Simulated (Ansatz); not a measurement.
Rock-salt MgS was calculated with B3LYP (VWN-RPA form) in Ansatz (plane waves, PAW).

From the output:

```
WARN output.stress: scf.exx.energy_threshold = 1e-6 eV is looser than the 2e-8 eV advised for a stress under a hybrid functional (1e-8 eV for each atom of the …
Crystal: 2 atoms, lattice volume = 36.016 Å³
Basis set: ecut = 460 eV, 869 PW (Γ), exchange–correlation on 54×54×54 points (8 copies of the dense FFT grid, shifted against one another)
Bands: 12, of which v1, the nominal top of the filled ones, is band 8 counted from 1 (7 counted from 0)
Symmetry: 48 space group operations
Space group: Fm-3m (ITA 225), of the structure as read, at distance tolerance 3.3e-5 Å
k-points: 29 of 512
Functional: x = 0.1 slater + 0.9 b88, c = 0.19 vwn_rpa + 0.81 lyp, warm-up for x = 0.08 slater + 0.72 b88 + 0.2 exact, c = 0.19 vwn_rpa + 0.81 lyp
SCF iter   1: F=—  HF=-2835.674139 eV  |F-HF|=—  |Δ(HF+E_count)|=         —  Δρ=7.15e-3  dr2=2.65e-2
SCF iter   2: F=-2835.664706 eV  HF=-2835.664844 eV  |F-HF|=1.39e-4  |Δ(HF+E_count)|=   9.29e-3  Δρ=9.47e-4  dr2=4.15e-4
Crystal: 2 atoms, lattice volume = 36.016 Å³
Initial density: handed on by an earlier stage of this run
Functional: x = 0.08 slater + 0.72 b88 + 0.2 exact, c = 0.19 vwn_rpa + 0.81 lyp
  ...
Crystal: 2 atoms, lattice volume = 36.016 Å³
SCF iter   3: F=—  HF=-2837.405905 eV  |F-HF|=—  |Δ(HF+E_count)|=   3.85e-8  Δρ=2.84e-6  dr2=2.44e-9
SCF iter   4: F=-2837.405905 eV  HF=-2837.405905 eV  |F-HF|=2.73e-12  |Δ(HF+E_count)|=   1.38e-9  Δρ=4.61e-7  dr2=4.30e-11
SCF 3 converged in 4 iterations: F = -2837.405905 eV  dr2 = 4.30e-11
Free energy (F): -2837.405905 eV
Internal energy: -2837.405905 eV  (E = F + TS)
E sigma→0 (E₀):  -2837.405905 eV
Fermi energy:    7.568070 eV
--- Forces (eV/Å), atoms counted from 1 ---
  atom   1  Mg    -0.00000000    -0.00000000     0.00000000
  atom   2  S      0.00000000    -0.00000000    -0.00000000
--- Stress (GPa, compression-positive) ---
        0.100419       0.000000      -0.000000
        0.000000       0.100419      -0.000000
        0.000000      -0.000000       0.100419
  P = ⅓ Tr σ = 0.1004 GPa (1.004 kbar)
```

Q: Write an input file that could have produced this run (the log leaves some choices open).

A: This is not unique; one that fits is 
Ansatz 0.2 input:
```yaml
crystal:
  lattice:
    - [0.0, 2.6211288274, 2.6211288274]
    - [2.6211288274, 0.0, 2.6211288274]
    - [2.6211288274, 2.6211288274, 0.0]
  atoms:
    - { symbol: Mg, position: [0.0, 0.0, 0.0] }
    - { symbol: S, position: [0.5, 0.5, 0.5] }
basis:
  ecutwfc: 460
  ecutrho_ratio: 4
  xc_grid: 2
kpoints:
  mp_grid: { grid: [8, 8, 8] }
hamiltonian:
  xc: b3lyp
  dispersion: none
  pseudopotentials: { kind: paw }
scf:
  occupations: { method: fermi_dirac, width: 0.01 }
  convergence: { dr2_threshold: 0.0000000002 }
output:
  forces: true
  stress: true
  eigenvalues: true
```

The cell is one volume of an energy–volume scan, off the minimum.

The PAW data were made under PBE.

The result took about 90 core-seconds (a rough figure).

Ansatz is an electronic-structure program.
